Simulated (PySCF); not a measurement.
Molecule: `C1=CC=CO1`, C4H4O.

Bonds (- single, = double, # triple, : aromatic): C1:C2 1.431 Å, C2:C3 1.363 Å, C3:O4 1.348 Å, O4:C5 1.348 Å, C5:C1 1.363 Å. C1 carries H6; C2 carries H7; C3 carries H8; C5 carries H9.

Spin–spin couplings on one PBE0-D3(BJ)/def2-SVP geometry, PySCF, gas phase, non-relativistic, equivalent pairs averaged; isotopes ¹³C, ¹H, ¹⁷O; basis pcJ-1.

Question: How do the couplings (Hz) change with the functional? Times are CPU seconds on shared hosts with different chips, so compare them loosely.

Answer: 
| functional | functions | ¹J(C3,H8) | ¹J(C1,H6) | ¹J(C1,C5) | ¹J(C1,C2) | ¹J(C3,O4) | ²J(O4,H8) | ²J(C1,H9) | core-s |
| --- | --- | --- | --- | --- | --- | --- | --- | --- | --- |
| LDA | 175 | 168.1 | 145.8 | 57.7 | 39.5 | 31.2 | -19.2 | 13.3 | 9.2 |
| PBE | 175 | 196.1 | 170.6 | 69.7 | 49.8 | 30.4 | -21.1 | 14.2 | 15 |
| KT2 | 175 | 212.8 | 183.8 | 58.8 | 41.2 | 34.1 | -23.9 | 16.2 | 16 |
| B3LYP | 175 | 212.4 | 184.7 | 78.3 | 56.8 | 26.4 | -21.2 | 14.1 | 16 |
| PBE0 | 175 | 202.0 | 175.6 | 75.8 | 54.8 | 26.1 | -19.9 | 12.8 | 21 |
| B97-2 | 175 | 194.1 | 168.2 | 74.5 | 54.1 | 24.5 | -19.1 | 12.5 | 19 |
| BHandHLYP | 175 | 227.0 | 197.1 | 91.2 | 67.5 | 20.4 | -20.4 | 11.3 | 23 |
| CAM-B3LYP | 175 | 209.7 | 181.9 | 77.6 | 56.3 | 25.1 | -20.8 | 13.7 | 26 | Left out for a near triplet instability: HF/pcJ-1.
